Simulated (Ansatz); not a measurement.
The input, for Ansatz 0.2.0:

```yaml
crystal:
  periodic: [false, false, false]
  atoms:
    - {symbol: O, position_ang: [0.000000, 0.000000, 1.643000]}
    - {symbol: Si, position_ang: [0.000000, 0.000000, 0.136000]}
    - {symbol: S, position_ang: [0.000000, 0.000000, -1.779000]}
basis:
  gaussian: {orbitals: 6-31G}
magnetization: {spin_polarized: false}
hamiltonian: {xc: hf}
output: {orbitals: {seedname: orbitals}}
```

```sh
$ ansatz run in.yaml --threads 1 --pin off --events-out ev --progress --plain --max-ram 2393MiB
```

Log:

```
356 factors; integrals over basis functions are off by at most 7.9e-5 eV
mean field evaluation 1: about -20707.9486 eV, gradient 4.2e1 eV
mean field evaluation 2: about -20708.0343 eV, gradient 4.2e1 eV
mean field evaluation 4: about -20712.1428 eV, gradient 4.1e0 eV
mean field evaluation 8: about -20712.2216 eV, gradient 1.1e-1 eV
mean field -20712.22163843 eV, -761.1601059641 hartree, gradient 1.1e-5 eV, S^2 0.000000; 0 other end points of the search recorded, 0 dependent functions left out
reference -20712.22163843 eV, -761.1601059641 hartree; 19, 19 occupied and 16, 16 virtual orbitals, 356 factors
Total energy: -20712.22163843 eV, -761.1601059641 hartree
```

Ran on 1 thread of AMD EPYC, shared host: 0.83 s wall, 0.07 GiB peak host memory.
